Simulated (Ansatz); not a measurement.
# BH₄NSi: one structure at several levels

One table from this session's results is given with a row withheld; the runs are named, their logs left out.

Program: Ansatz 0.2.0, Gaussian basis. Level of theory: single points in def2-TZVPP. These are calculated values, not measurements.

Correlated methods freeze the cores.

### The system as given

SMILES `B[SiH]=N`, 7 atoms, charge 0, spin multiplicity 1.

Atoms are counted from 1 here; the program's logs count them from 0.

Bond lengths: B1–Si2 2.015 Å, B1–H4 1.083 Å, B1–H5 1.079 Å, Si2–N3 1.637 Å, Si2–H6 1.557 Å, N3–H7 1.073 Å. Angles: Si2–B1–H4 115.5°, Si2–B1–H5 113.8°, H4–B1–H5 130.4°, B1–Si2–N3 116.0°, B1–Si2–H6 113.6°, N3–Si2–H6 129.5°, Si2–N3–H7 119.0°.

Geometry (Å):

```xyz
7

B    -1.1625    0.3561   -0.8073
Si    0.3788    0.1101    0.4678
N     1.1056   -1.3564    0.4425
H    -1.3454   -0.4713   -1.4822
H    -1.6140    1.3351   -0.7617
H     0.8333    1.4294    1.1589
H     2.0443   -1.4798    0.9479
```

Set-up of the first run:

The input, run/in.yaml:

```yaml
crystal:
  periodic: [false, false, false]
  atoms:
    - {symbol: B, position_ang: [-1.162500, 0.356100, -0.807300]}
    - {symbol: Si, position_ang: [0.378800, 0.110100, 0.467800]}
    - {symbol: N, position_ang: [1.105600, -1.356400, 0.442500]}
    - {symbol: H, position_ang: [-1.345400, -0.471300, -1.482200]}
    - {symbol: H, position_ang: [-1.614000, 1.335100, -0.761700]}
    - {symbol: H, position_ang: [0.833300, 1.429400, 1.158900]}
    - {symbol: H, position_ang: [2.044300, -1.479800, 0.947900]}
basis:
  gaussian: {orbitals: def2-TZVPP}
correlation: {method: ccsd_t}
output: {forces: true}
```

No record of the launch command was kept for these runs.

Steps of the session up to this table: CCSD(T)/def2-TZVPP; PBE0-D4/def2-TZVPP; wB97M-V/def2-TZVPP; r2SCAN-D4/def2-TZVPP; PBE-D4/def2-TZVPP; BLYP-D4/def2-TZVPP; CAM-B3LYP-D4/def2-TZVPP.

One of the session's tables, all rows but one given; the rest of the session is left out.

```
      method  RMS force component (eV/Å)  angle to CCSD(T) forces (°)  dipole (D)
     CCSD(T)                       1.516                    reference        1.94
     PBE0-D4                       1.519                          8.1        2.09
     wB97M-V                           ?                            ?           ?
   r2SCAN-D4                       1.489                          5.0        1.90
      PBE-D4                       1.500                          5.7        1.75
     BLYP-D4                       1.440                          4.4        1.79
CAM-B3LYP-D4                       1.498                         12.6        2.31
```

Estimate the missing values for wB97M-V.

The run gave: RMS force component (eV/Å): 1.470; angle to CCSD(T) forces (°): 10.8; dipole (D): 2.27. In the column «RMS force component (eV/Å)» it lies between BLYP-D4 (1.440) and r2SCAN-D4 (1.489).
